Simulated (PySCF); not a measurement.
## Relaxation of singlet [AlH4]-

These are results of PySCF, PBE0, basis Al def2-TZVPD, H def2-TZVPD (no relativity, density fitting), not measurements. A (50,194) grid was used.

A hand-made tetrahedral start, of Td symmetry, held to at least that symmetry:

```xyz
5
charge -1 multiplicity 1, angstrom
Al    0.0000    0.0000    0.0000
H     1.2900    0.0000    0.9122
H    -1.2900    0.0000    0.9122
H     0.0000    1.2901   -0.9122
H     0.0000   -1.2900   -0.9122
```

At each step, columns x, y, z (Å) and Fx, Fy, Fz (eV/Å):

```
step 0  E − E(last) = 10.31 kJ/mol
Al   0.000   0.000   0.000   0.000   0.000   0.000
H    1.290   0.000   0.912   0.685   0.000   0.483
H   -1.290   0.000   0.912  -0.685   0.000   0.483
H    0.000   1.290  -0.912   0.000   0.685  -0.483
H    0.000  -1.290  -0.912   0.000  -0.685  -0.483
step 1  E − E(last) = 1.84 kJ/mol
Al   0.000   0.000   0.000   0.000   0.000   0.000
H    1.321   0.000   0.934   0.275   0.000   0.194
H   -1.321   0.000   0.934  -0.275   0.000   0.194
H    0.000   1.321  -0.934   0.000   0.275  -0.194
H    0.000  -1.321  -0.934   0.000  -0.275  -0.194
step 2  E − E(last) = 0.03 kJ/mol
Al   0.000   0.000   0.000   0.000   0.000   0.000
H    1.341   0.000   0.949   0.034   0.000   0.023
H   -1.341   0.000   0.949  -0.034   0.000   0.023
H    0.000   1.341  -0.948   0.000   0.034  -0.023
H    0.000  -1.341  -0.949   0.000  -0.034  -0.023
step 3  E − E(last) = 0.00 kJ/mol
Al   0.000   0.000   0.000   0.000   0.000   0.000
H    1.344   0.000   0.951   0.002   0.000   0.001
H   -1.344   0.000   0.951  -0.002   0.000   0.001
H    0.000   1.344  -0.950   0.000   0.002  -0.001
H    0.000  -1.344  -0.951   0.000  -0.002  -0.001
```

It ends at Td with Al–H 1.646 Å (×4); H–Al–H 109.5° (×6). A frequency run shows a minimum.

The relaxation took roughly 6 core-seconds on a shared host.
